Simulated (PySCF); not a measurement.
# Static response to an electric field

Compound: 1,2,5-hexatriene, C6H8.
Cartesian coordinates in Å at the PBE0-D3(BJ)/def2-SVP level; atoms count from 1:
```
atom  x, y, z in Å
C1     3.150    0.046    0.192
C2     1.914    0.160   -0.220
C3     0.674    0.263   -0.631
C4    -0.457   -0.638   -0.199
C5    -1.519    0.119    0.544
C6    -2.779    0.270    0.135
H7     3.499    0.566    1.092
H8     3.878   -0.569   -0.349
H9     0.419    1.075   -1.324
H10   -0.051   -1.439    0.439
H11   -0.902   -1.121   -1.086
H12   -1.198    0.587    1.483
H13   -3.505    0.841    0.719
H14   -3.133   -0.177   -0.800
```

Level: CAM-B3LYP/def2-SVPD (PySCF), static field, nuclei fixed, core orbitals frozen in the response. The polarisability tensor in these axes (au):

```
x   121.94  -4.33  10.48
y    -4.33  55.83   0.87
z    10.48   0.87  59.81
```

Question: Diagonalise the tensor; give its mean and Δα, where Δα² is half the sum of the squared differences of the eigenvalues.

Answer: Principal values 54.84, 58.84 and 123.92 au; mean 79.20 au = 11.74 Å³ = 13.06 × 10⁻⁴⁰ C²·m²/J; Δα = 67.17 au (85 % of the mean).

Question: What is the dipole moment?

Answer: 0.15 D at this geometry.

Question: Refractivity n − 1 of an ideal gas of it at 298.15 K and 1 atm, from the electronic α?

Answer: N = p/kT = 2.4615 × 10¹⁹ cm⁻³, so n − 1 = 2π × N × 11.74 × 10⁻²⁴ cm³ = 1815 × 10⁻⁶ at long wavelengths, for an ideal gas.

Question: Directions of the eigenvectors, and the extent of the frame along each?

Answer: Largest value along (0.99, -0.06, 0.16), where the nuclei span 7.19 Å; middle along (-0.12, 0.43, 0.89), 3.07 Å; least along (0.12, 0.90, -0.42), 3.06 Å. 

Question: Find the Langevin capture rate constant for O2+ (31.990 u) meeting this molecule (80.063 u), k = 2.342 × 10⁻⁹ cm³/s × √(α in Å³ / reduced mass in u).

Answer: The reduced mass is 22.86 u, so k = 1.68 × 10⁻⁹ cm³/s.

Question: What are the principal values of the traceless quadrupole moment, Θ = ½Σq(3rr − r²1), about the centre of nuclear charge?

Answer: -4.19, 0.23, 3.96 D·Å. The values depend on the origin, since the dipole doesn't vanish. The electronic extent ⟨r²⟩ about the same centre is 867 bohr², a root-mean-square distance of 2.35 Å for the 44 electrons.

Question: Molar refractivity from α?

Answer: Lorentz–Lorenz: R = (4π/3)N_A α = 2.5225 cm³/(mol·Å³) × 11.74 Å³ = 29.6 cm³/mol, in the limit of long wavelengths.

The structure is a single PBE0-D3(BJ)/def2-SVP conformer in the gas phase; no vibrational or solvent corrections.
